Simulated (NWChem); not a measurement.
Program: NWChem. System: ethane (C2H6), charge 0, spin multiplicity 1, at a geometry optimised with PBE/def2-SVP. Level: PBE/STO-3G.

Input file:

```
start mol
memory heap 200 mb stack 900 mb global 1100 mb
geometry units angstroms nocenter noautoz
  C      0.762767     0.044610     0.000000
  C     -0.762767    -0.044610     0.000000
  H      1.142109     0.583216     0.892917
  H      1.142109     0.583216    -0.892917
  H      1.232456    -0.960730     0.000000
  H     -1.142109    -0.583216     0.892917
  H     -1.142109    -0.583216    -0.892917
  H     -1.232456     0.960730     0.000000
  symmetry group C2h
end
basis spherical
  * library sto-3g
end
dft
  xc xpbe96 cpbe96
  semidirect memsize 60000000 filesize 0
  iterations 100
end
task dft energy
```

NWChem printed:

```
             Northwest Computational Chemistry Package (NWChem) 7.3.0
             --------------------------------------------------------

                                NWChem Input Module
                                -------------------

 Scaling coordinates for geometry "geometry" by  1.889725989
 (inverse scale =  0.529177249)

 Turning off AUTOSYM since
 SYMMETRY directive was detected!

                             Geometry "geometry" -> ""
                             -------------------------

 Output coordinates in angstroms (scale by  1.889725989 to convert to a.u.)

  No.       Tag          Charge          X              Y              Z
 ---- ---------------- ---------- -------------- -------------- --------------
    1 C                    6.0000     0.76276700     0.04461000     0.00000000
    2 C                    6.0000    -0.76276700    -0.04461000     0.00000000
    3 H                    1.0000     1.14210900     0.58321600     0.89291700
    4 H                    1.0000     1.14210900     0.58321600    -0.89291700
    5 H                    1.0000     1.23245600    -0.96073000     0.00000000
    6 H                    1.0000    -1.14210900    -0.58321600     0.89291700
    7 H                    1.0000    -1.14210900    -0.58321600    -0.89291700
    8 H                    1.0000    -1.23245600     0.96073000     0.00000000

 Effective nuclear repulsion energy (a.u.)      41.8353715753

            Nuclear Dipole moment (a.u.)
            ----------------------------
        X                 Y               Z
 ---------------- ---------------- ----------------
    -0.0000000000     0.0000000000     0.0000000000

      Symmetry information
      --------------------

 Group name             C2h
 Group number             21
 Group order               4
 No. of unique centers     3

      Symmetry unique atoms

     1    3    5


 Summary of "ao basis" -> "" (spherical)
 ------------------------------------------------------------------------------
       Tag                 Description            Shells   Functions and Types
 ---------------- ------------------------------  ------  ---------------------
 *                           sto-3g                   on all atoms

  pbe96 is a nonlocal functional; adding pw91lda local functional.

                                 NWChem DFT Module
                                 -----------------

 Summary of "ao basis" -> "ao basis" (spherical)
 ------------------------------------------------------------------------------
       Tag                 Description            Shells   Functions and Types
 ---------------- ------------------------------  ------  ---------------------
 C                           sto-3g                  3        5   2s1p
 H                           sto-3g                  1        1   1s

 Summary of "ao basis" -> "ao basis" (spherical)
 ------------------------------------------------------------------------------
       Tag                 Description            Shells   Functions and Types
 ---------------- ------------------------------  ------  ---------------------
 C                           sto-3g                  3        5   2s1p
 H                           sto-3g                  1        1   1s

      Symmetry analysis of basis
      --------------------------

        ag          6
        au          2
        bg          2
        bu          6

            General Information
            -------------------
          SCF calculation type: DFT
[...]
   time(s): 0.00e+00  0.00e+00  0.00e+00  0.00e+00  0.00e+00
rate(mb/s): 0.00e+00  0.00e+00
------------------------------------------------------------

   convergence    iter        energy       DeltaE   RMS-Dens  Diis-err    time
 ---------------- ----- ----------------- --------- --------- ---------  ------
 d= 0,ls=0.0,diis     1    -78.7415973845 -1.21D+02  3.17D-02  1.15D-01     0.1
 d= 0,ls=0.0,diis     2    -78.7499757417 -8.38D-03  1.70D-02  5.08D-02     0.1
 d= 0,ls=0.0,diis     3    -78.7570046558 -7.03D-03  4.30D-03  5.82D-03     0.2
 d= 0,ls=0.0,diis     4    -78.7579057440 -9.01D-04  2.33D-05  1.12D-07     0.2
 d= 0,ls=0.0,diis     5    -78.7579057644 -2.03D-08  2.26D-06  7.84D-10     0.2

         Total DFT energy =      -78.757905764363
      One electron energy =     -187.821204593107
           Coulomb energy =       80.188265610355
    Exchange-Corr. energy =      -12.960338356901
 Nuclear repulsion energy =       41.835371575290

 Numeric. integr. density =       18.000000304720

     Total iterative time =      0.1s

                  Occupations of the irreducible representations
                  ----------------------------------------------

                     irrep           alpha         beta
                     --------     --------     --------
                     ag                4.0          4.0
                     au                1.0          1.0
                     bg                1.0          1.0
                     bu                3.0          3.0

                       DFT Final Molecular Orbital Analysis
                       ------------------------------------

 Vector    7  Occ=2.000000D+00  E=-2.824243D-01  Symmetry=ag
              MO Center=  3.4D-16,  1.6D-16, -1.4D-16, r^2= 1.6D+00
   Bfn.  Coefficient  Atom+Function         Bfn.  Coefficient  Atom+Function
  ----- ------------  ---------------      ----- ------------  ---------------
     3      0.536725  1 C  px                 8     -0.536725  2 C  px
    11      0.144910  3 H  s                 12      0.144910  4 H  s
    13      0.145001  5 H  s                 14      0.144910  6 H  s
    15      0.144910  7 H  s                 16      0.145001  8 H  s
     2     -0.085957  1 C  s                  7     -0.085957  2 C  s

 Vector    8  Occ=2.000000D+00  E=-2.560660D-01  Symmetry=ag
              MO Center= -4.9D-17, -4.1D-17,  2.3D-16, r^2= 2.3D+00
   Bfn.  Coefficient  Atom+Function         Bfn.  Coefficient  Atom+Function
  ----- ------------  ---------------      ----- ------------  ---------------
     4      0.404665  1 C  py                 9     -0.404665  2 C  py
    13     -0.392529  5 H  s                 16     -0.392529  8 H  s
    11      0.196298  3 H  s                 12      0.196298  4 H  s
    14      0.196298  6 H  s                 15      0.196298  7 H  s

 Vector    9  Occ=2.000000D+00  E=-2.560651D-01  Symmetry=bg
              MO Center=  2.5D-15,  7.2D-16, -5.0D-17, r^2= 2.3D+00
   Bfn.  Coefficient  Atom+Function         Bfn.  Coefficient  Atom+Function
  ----- ------------  ---------------      ----- ------------  ---------------
     5      0.405353  1 C  pz                10     -0.405353  2 C  pz
    11      0.339959  3 H  s                 12     -0.339959  4 H  s
    14     -0.339959  6 H  s                 15      0.339959  7 H  s

 Vector   10  Occ=0.000000D+00  E= 3.486164D-01  Symmetry=bu
              MO Center=  1.6D-15, -2.8D-15, -1.8D-17, r^2= 2.4D+00
   Bfn.  Coefficient  Atom+Function         Bfn.  Coefficient  Atom+Function
  ----- ------------  ---------------      ----- ------------  ---------------
    13      0.708211  5 H  s                 16     -0.708211  8 H  s
     4      0.694911  1 C  py                 9      0.694911  2 C  py
    11     -0.354060  3 H  s                 12     -0.354060  4 H  s
    14      0.354060  6 H  s                 15      0.354060  7 H  s
     3     -0.040472  1 C  px                 8     -0.040472  2 C  px

 Vector   11  Occ=0.000000D+00  E= 3.486248D-01  Symmetry=au
              MO Center= -9.4D-16, -3.1D-16,  5.8D-16, r^2= 2.4D+00
   Bfn.  Coefficient  Atom+Function         Bfn.  Coefficient  Atom+Function
  ----- ------------  ---------------      ----- ------------  ---------------
     5      0.696093  1 C  pz                10      0.696093  2 C  pz
    11     -0.613307  3 H  s                 12      0.613307  4 H  s
    14     -0.613307  6 H  s                 15      0.613307  7 H  s

 Vector   12  Occ=0.000000D+00  E= 3.935936D-01  Symmetry=bu
              MO Center=  2.2D-15,  6.2D-17, -5.7D-17, r^2= 9.3D-01
   Bfn.  Coefficient  Atom+Function         Bfn.  Coefficient  Atom+Function
  ----- ------------  ---------------      ----- ------------  ---------------
     3      0.978590  1 C  px                 8      0.978590  2 C  px
     2     -0.616247  1 C  s                  7      0.616247  2 C  s
     1      0.107328  1 C  s                  6     -0.107328  2 C  s
     4      0.057092  1 C  py                 9      0.057092  2 C  py
    13     -0.044891  5 H  s                 16      0.044891  8 H  s

 center of mass
 --------------
 x =   0.00000000 y =   0.00000000 z =   0.00000000

 moments of inertia (a.u.)
 ------------------
          23.188988616599          -3.982583901904           0.000000000000
          -3.982583901904          91.054389368667           0.000000000000
           0.000000000000           0.000000000000          91.287443920798

     Multipole analysis of the density
     ---------------------------------

     L   x y z        total         alpha         beta         nuclear
     -   - - -        -----         -----         ----         -------
     0   0 0 0     -0.000000     -9.000000     -9.000000     18.000000

     1   1 0 0     -0.000000      0.000000      0.000000     -0.000000
     1   0 1 0      0.000000      0.000000      0.000000      0.000000
     1   0 0 1      0.000000      0.000000      0.000000      0.000000

     2   2 0 0    -10.384363    -32.398887    -32.398887     54.413412
     2   1 1 0     -0.009206     -1.262679     -1.262679      2.516152
     2   1 0 1     -0.000000     -0.000000     -0.000000      0.000000
     2   0 2 0    -10.228322    -10.882231    -10.882231     11.536139
     2   0 1 1      0.000000      0.000000      0.000000      0.000000
     2   0 0 2    -10.227813    -10.808331    -10.808331     11.388849

 Task  times  cpu:        0.2s     wall:        0.2s

 Total times  cpu:        0.2s     wall:        0.2s
```
